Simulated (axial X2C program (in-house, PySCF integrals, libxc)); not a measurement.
NO⁺: cheaper levels and CCSD(T), two-component

Computed with an axial X2C code built on PySCF integrals. Two-component (2c) means X2C with spin–orbit coupling and atomic mean-field two-electron Coulomb and Gaunt terms. Basis: O dyall-av3z [7s6p3d2f], N dyall-av3z [7s7p3d2f] (cores contracted in-house); Gaussian nuclei, density fitting, unrestricted open shells. Masses: O 15.995 u, N 14.003 u.

State: Ω = 0 (closed shell); fragments O+ + N.

```
level  Re (Å)  ωe (cm⁻¹)  De (eV)
 PBE0   1.054     2524.1    10.93
   HF   1.026     2839.9     5.42
 CCSD   1.060     2465.1    10.12
B3LYP   1.057     2478.0    11.16
```

Correlated methods: 10 electrons correlated (number of frozen shells: O 1 s; N 1 s), 198 virtual spin orbitals or spinors in MP2, 90 natural virtuals in coupled cluster.

CCSD(T), same Hamiltonian and basis:

Re = 1.068 Å, ωe = 2357.7 cm⁻¹, De = 10.55 eV; T1 = 0.017 (Lee–Taylor normalisation).

**Question.** Give the differences from CCSD(T) in the columns below.

**Answer.** 

```
level  ΔRe (Å)  Δωe (cm⁻¹)  ΔDe (eV)
 PBE0   -0.014         166      0.38
   HF   -0.042         482     -5.13
 CCSD   -0.008         107     -0.43
B3LYP   -0.011         120      0.61
```

Occupations by symmetry block were frozen at the best pattern of an incomplete PBE0 search. The closed shell is kept restricted, so the energy runs too high when the bond is stretched far. Dissociation energies refer to the lowest single-determinant-based atoms at the same level and basis. CCSD and (T) use frozen natural virtuals with an MP2 correction for the truncation; (T) itself is uncorrected, so its De runs slightly low.
